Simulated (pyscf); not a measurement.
Structures and frequencies: ωB97X-D3(BJ)/def2-SVP in PySCF.

**Question.** For the elementary gas-phase step `[Cl][V]([Cl])([Cl])[Cl]` [doublet] + `[SH2]` → `[SH][V]([Cl])([Cl])[Cl]` [doublet] + `[ClH]` (doublet surface; Cl–V, H–S broken, S–V, Cl–H formed), what barrier and reaction energy does ωB97M-D3(BJ)/def2-TZVP give, measured from the separated reactants?

**Answer.** ΔE‡ = 22.5 kcal/mol, ΔE = +6.3 kcal/mol. Zero-point energy shifts the barrier by -0.7 kcal/mol. It is a four-centre exchange, with an imaginary mode of 739i cm⁻¹. On the reactant side the descent ends in an adduct with a S–V contact (not fully relaxed), 7.7 kcal/mol under the separated species and 25.4 kcal/mol under the saddle at ωB97X-D3(BJ)/def2-TZVP. What is counted as formed (S–V) is already present as a longer contact in the reactant adduct; forming that adduct is a step of its own. At ωB97X-D3(BJ)/def2-TZVP the barrier from the zero used here is 17.7 kcal/mol. This is the saddle that the search found; another between the same sides may lie lower. Open-shell species with a d-block atom are single-reference here; other states, and whether the spin sits on metal or ligand, were not checked.
